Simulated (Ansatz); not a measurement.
```yaml
crystal:
  periodic: [false, false, false]
  atoms:
    - {symbol: Al, position_ang: [-2.127545, -0.473713, -0.004157]}
    - {symbol: Si, position_ang: [-0.120531, 0.714688, 0.005004]}
    - {symbol: Cl, position_ang: [1.705961, -0.266010, -0.001230]}
    - {symbol: H, position_ang: [0.305726, 2.123123, 0.015118]}
basis:
  gaussian: {orbitals: def2-TZVP}
magnetization: {spin_polarized: true, initial_magnetization: 3}
hamiltonian: {xc: pbe0}
relax: {f_tol: 0.004, max_steps: 80}
```

```sh
$ ansatz run in.yaml --threads 1 --pin off --events-out ev --progress --plain --max-ram 2176MiB
```

Steps of the relaxation (energy above the last step; positions in Å, forces in eV/Å):

```
4
step 1, 33.3 meV
Al   -2.128   -0.474   -0.004    0.200    0.289    0.002
Si   -0.121    0.715    0.005    0.035   -0.615   -0.004
Cl    1.706   -0.266   -0.001   -0.060    0.013    0.000
H     0.306    2.123    0.015   -0.174    0.312    0.002
```

```
4
step 2, 4.0 meV
Al   -2.120   -0.404   -0.004    0.007    0.028    0.000
Si   -0.076    0.669    0.005    0.015   -0.086   -0.001
Cl    1.753   -0.298   -0.001   -0.095    0.149    0.001
H     0.206    2.131    0.015    0.072   -0.090   -0.001
```

```
4
step 3, 0.1 meV
Al   -2.138   -0.396   -0.004    0.022    0.005    0.000
Si   -0.083    0.653    0.005    0.009    0.017    0.000
Cl    1.762   -0.267   -0.001   -0.021    0.000    0.000
H     0.222    2.108    0.015   -0.010   -0.022    0.000
```

```
4
step 5, 0.0 meV
Al   -2.134   -0.397   -0.004    0.000    0.000    0.000
Si   -0.083    0.656    0.005   -0.001    0.000    0.000
Cl    1.759   -0.270   -0.001    0.000    0.000    0.000
H     0.222    2.109    0.015    0.000    0.001    0.000
```

Close pairs at the end: Si2–H4 1.485 Å, Si2–Cl3 2.062 Å, Al1–Si2 2.305 Å.

A stationary point of unrestricted PBE0 after 5 steps, with ⟨S²⟩ = 3.754 against 3.75 for a pure state; no frequencies were run, so it isn't proven a minimum. 38 s on 1 thread of Intel Xeon Platinum 8488C, shared host.
